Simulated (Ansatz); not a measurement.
Saddle point of BNH4S, singlet (BNH₄S ([NH2][BH][SH]) → BHS ([BH][S]) + NH₃ (still joined by a long B–N bond); bonds formed: N2–H4; bonds broken: S3–H4; bonds weakened to dative contacts: B1–N2), PBE0-D4/def2-TZVP structure:

| atom | x (Å) | y (Å) | z (Å) |
| --- | --- | --- | --- |
| B1 | -0.6695 | 0.0585 | -0.4650 |
| N2 | 0.5603 | 0.2727 | 0.4352 |
| S3 | -0.6982 | -1.6605 | -0.7321 |
| H4 | 0.5008 | -1.0705 | 0.2002 |
| H5 | -1.3745 | 0.9457 | -0.8359 |
| H6 | 1.3126 | 0.8230 | 0.0311 |
| H7 | 0.3685 | 0.6309 | 1.3664 |

Energies are electronic, without zero-point energy. Barriers and step energies count from the start structure reached by relaxing down the imaginary mode; all methods use the PBE0-D4 structures, on which another method's saddle can fall below an end. Program: Ansatz 0.2.0. Basis: def2-TZVPP, with def2-QZVPP for the basis limit. Cores are frozen in the correlated methods. B3LYP uses VWN-RPA correlation. Extrapolation: Hartree–Fock as exp(−7.88 √X), correlation as X^−2.97.

```csv
method,barrier (kJ/mol),step energy (kJ/mol)
SPW92,149.9,103.1
PBE-D4,164.0,103.5
BLYP-D4,178.6,107.3
r2SCAN-D4,177.5,108.0
B97M-V,?,106.4
PBE0-D4,180.0,108.3
B3LYP-D4,190.8,111.6
r2SCAN0-D4,188.0,110.6
BHLYP-D4,210.6,117.3
CAM-B3LYP-D4,198.0,117.0
wB97X-V,196.4,115.6
wB97M-V,?,110.9
B2PLYP,190.1,108.4
PBE-QIDH,187.7,108.2
RPA on PBE,186.7,106.7
HF,245.7,123.9
MP2,?,102.9
CCSD,201.6,110.1
CCSD(T),189.8,105.0
```

(1) Fill in the withheld barriers. (To be estimated.)

No T1 diagnostic of these runs exceeds 0.019.

Answers

(1) Computed: MP2 182.3; B97M-V 187.3; wB97M-V 191.3 kJ/mol. Each is the energy of the saddle less that of the start structure, by the same method.

For comparison, the barrier by CCSD(T) at an estimated basis limit (MP2 extrapolated from triple and quadruple zeta, plus CCSD(T) − MP2 in triple zeta) is 188.4 kJ/mol.

Labels in which every atom is bracketed show which atoms are joined, not bond orders.

For scale, one of the runs: CCSD(T)/def2-TZVPP, 160 basis functions, launched by `ansatz run in.yaml --threads 2 --pin off --events-out ev --progress --plain --max-ram 4352MiB`. Time: 17 s of wall clock on 2 CPU threads of an Arm Neoverse V2; the host was shared. Peak host memory: 1.1 GiB.
